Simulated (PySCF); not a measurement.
**Mayer bond orders and bond lengths**

Species: nitrogen trifluoride, NF3.
Numbering: `[F:1][N:2]([F:3])[F:4]`

Structure used (PBE0-D3(BJ)/def2-SVP), in Å, numbered top down from 1:
```
atom  x, y, z in Å
F1    -0.5514    1.0728   -0.1658
N2     0.0076   -0.0031    0.4329
F3    -0.6444   -1.0331   -0.1513
F4     1.2262   -0.0619   -0.1488
```

Bond orders from the PBE0/pcSseg-1 density (PySCF). Geometry: PBE0-D3(BJ)/def2-SVP; no solvent, vibrations or thermal averaging.

Where do the orders between heavy atoms depart from those drawn in the SMILES?

The largest departure is 0.042, at F1–N2 (drawn single, 0.958), N2–F3 (drawn single, 0.958) and N2–F4 (drawn single, 0.958).

Give the Mayer order of every bond, beside its length.

| bond | drawn as | length (Å) | Mayer order |
| --- | --- | --- | --- |
| F1–N2 | single | 1.352 | 0.958 |
| N2–F3 | single | 1.352 | 0.958 |
| N2–F4 | single | 1.352 | 0.958 |

Sum the orders of all bonds at each heavy atom with more than one neighbour and set the sums beside the valence in the SMILES.

N2 2.874 (drawn 3). Orders between atoms that aren't bonded are not in these sums.

For a closed shell the Mayer order of atoms A and B is Σ (PS)μν (PS)νμ over the basis functions μ on A and ν on B, with P the density and S the overlap matrix.

These values come from a run that also computed NMR shieldings. On one thread of an Arm Neoverse V1, no GPU, shared host, this took 2.0 s wall and 0.32 GiB of memory at its peak.
